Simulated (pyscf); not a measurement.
**Substitution at C: `[CH3][Cl]` + `[H]` [doublet] -> `[CH4]` + `[Cl]` [doublet]**

Gas phase, doublet surface, charge 0. Bonds broken: C1–Cl2. Bonds formed: C1–H6. PySCF, gas phase, ωB97X-D3(BJ)/def2-SVP geometries. Correlated levels are frozen-core, on RHF or UHF. ΔMP2 is the change of the MP2 total energy from the triple- to the quadruple-zeta basis.

Transition state (Å):

```xyz
6

C      0.7786    -0.2531     0.2461
Cl     1.0532     0.5167    -1.5764
H      1.2712     0.5396     0.8159
H     -0.3146    -0.2772     0.2319
H      1.3186    -1.1914     0.0920
H      0.5674    -0.8448     1.6475
```

One imaginary mode, 1386i cm⁻¹; descent along it reached the two sides named.

```csv
bond,change,reactant side (Å),saddle,product side
C1–Cl2,breaks,1.778,1.997,3.2
C1–H6,forms,3.7,1.536,1.100
```

Electronic energies relative to the separated reactants (eV):

| level | barrier | reaction energy | reverse barrier |
|---|---|---|---|
| ωB97X-D3(BJ)/def2-TZVP | 0.83 | -1.01 | 1.84 |
| PBE/def2-TZVP | 0.48 | -0.87 | 1.35 |
| r²SCAN/def2-TZVP | 0.44 | -1.02 | 1.46 |
| B3LYP-D3(BJ)/def2-TZVP | 0.52 | -1.17 | 1.70 |
| PBE0-D3(BJ)/def2-TZVP | 0.63 | -0.94 | 1.57 |
| M06-2X/def2-TZVP | 0.75 | -1.00 | 1.75 |
| ωB97M-D3(BJ)/def2-TZVP | 0.78 | -1.06 | 1.83 |
| HF/def2-TZVP | 1.26 | -1.37 | 2.63 |
| MP2/def2-QZVPP | 0.97 | -0.86 | 1.82 |
| CCSD/def2-TZVPP | 0.83 | -1.26 | 2.09 |
| CCSD(T)/def2-TZVPP | 0.77 | -1.17 | 1.94 |
| CCSD(T)/def2-TZVPP + ΔMP2(QZVPP) | 0.75 | -1.11 | 1.87 |

With CCSD(T)/def2-TZVPP + ΔMP2(QZVPP) energies and thermal terms (ideal gas, 1 atm, RRHO with modes under 100 cm⁻¹ raised to 100, one conformer, R ln 2 for rigid chiral ones), in eV:

```json
[
 {"T (K)": "298", "ΔH‡": "0.75", "ΔG‡": "1.05", "ΔH": "-0.93", "ΔG": "-0.92"},
 {"T (K)": "600", "ΔH‡": "0.73", "ΔG‡": "1.37", "ΔH": "-0.95", "ΔG": "-0.90"},
 {"T (K)": "900", "ΔH‡": "0.72", "ΔG‡": "1.68", "ΔH": "-0.98", "ΔG": "-0.87"},
 {"T (K)": "1200", "ΔH‡": "0.71", "ΔG‡": "2.01", "ΔH": "-1.00", "ΔG": "-0.83"}
]
```

The same reactants have a lower exit, to •H₂C–Cl + H₂ (barrier +0.51 eV at ωB97M-D3(BJ), against +0.78 eV here). This is the saddle that the search found; another between the same sides may lie lower. The angle at the attacked C is 180°. The CCSD(T) − MP2 part came from Ansatz, without density fitting, on the same reference. Left out: orbital degeneracy and the spin-orbit lowering of Cl.
